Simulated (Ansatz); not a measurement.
# Li2 (singlet): from Hartree-Fock to the top rungs, cc-pVDZ

How much of the correlation energy of Li2 (singlet) does each wave-function method recover here?

The runs use Ansatz 0.2.0, Gaussian basis; cc-pVDZ, core rule «outside noble gas», up to 2 orbitals frozen.

To be run: UHF; CCSD(T) on RHF; CCSD(T) on UHF; BCCD(T) on RHF; CASSCF and MRCISD+Q, 2 electrons in 8 orbitals; CASSCF and MRCISD+Q(relaxed), 2 electrons in 8 orbitals; CASSCF and NEVPT2, 2 electrons in 8 orbitals; Full CI.

21 further runs of the same task are left out: 7 for a known fault of the program, 5 that didn't finish, 9 set aside as unsound or not needed.

## 1. What is computed

The geometry is an MP2(full)/6-31G* stationary point (not a proven minimum).

2 atoms, charge 0, spin multiplicity 1.

Atoms are counted from 1 here; the program's logs count them from 0.

No contacts short enough for the rule that draws bonds.

## 2. UHF

The input, in.yaml:

```yaml
crystal:
  periodic: [false, false, false]
  atoms:
    - {symbol: Li, position_ang: [0.000000, 0.000000, 0.000000]}
    - {symbol: Li, position_ang: [0.000000, 0.000000, 2.773060]}
basis:
  gaussian: {orbitals: cc-pVDZ}
magnetization: {spin_polarized: true, initial_magnetization: 0}
hamiltonian: {xc: hf}
output: {orbitals: {seedname: orbitals}}
```

Launch:

```
$ ansatz run in.yaml --threads 1 --pin off --events-out ev --progress --plain --max-ram 2393MiB
```

The runs that follow: CCSD(T) on RHF; CCSD(T) on UHF; BCCD(T) on RHF; CASSCF and MRCISD+Q, 2 electrons in 8 orbitals; CASSCF and MRCISD+Q(relaxed), 2 electrons in 8 orbitals; CASSCF and NEVPT2, 2 electrons in 8 orbitals; Full CI.

Before running them: what should the planned runs give, taken together? Wanted: FCI below the RHF energy; RMP2 from FCI; RCCSD from FCI; RCCSD(T) from FCI; NEVPT2 valence from FCI; MRCISD+Q valence from FCI; MRCISD+Q(relaxed) valence from FCI; T1 diagnostic; effectively unpaired electrons.

**Answer**, as computed:

| quantity | value |
| --- | --- |
| FCI below the RHF energy | -0.8330 eV |
| RMP2 from FCI | +7.27 kcal/mol |
| RCCSD from FCI | 0.00 kcal/mol |
| RCCSD(T) from FCI | 0.00 kcal/mol |
| NEVPT2 valence from FCI | +0.02 kcal/mol |
| MRCISD+Q valence from FCI | -0.01 kcal/mol |
| MRCISD+Q(relaxed) valence from FCI | -0.01 kcal/mol |
| levels within 1 kcal/mol (43 meV) | RCCSD, RCCSD(T), BCCD(T), CASSCF valence, NEVPT2 valence, MRCISD valence, MRCISD+Q valence, MRCISD+Q(relaxed) valence |
| T1 diagnostic | 0.012 |
| effectively unpaired electrons | 0.15 |

**Reading.** RCCSD(T) lands 0.00 kcal/mol from the yardstick (0.0 % of the correlation energy). One determinant dominates. Of the multireference levels listed MRCISD+Q valence comes nearest in total energy (-0.01 kcal/mol), which doesn't show that its space is the better one. These misses are within one basis, not against nature. With two correlated electrons CCSD is exact in the basis.
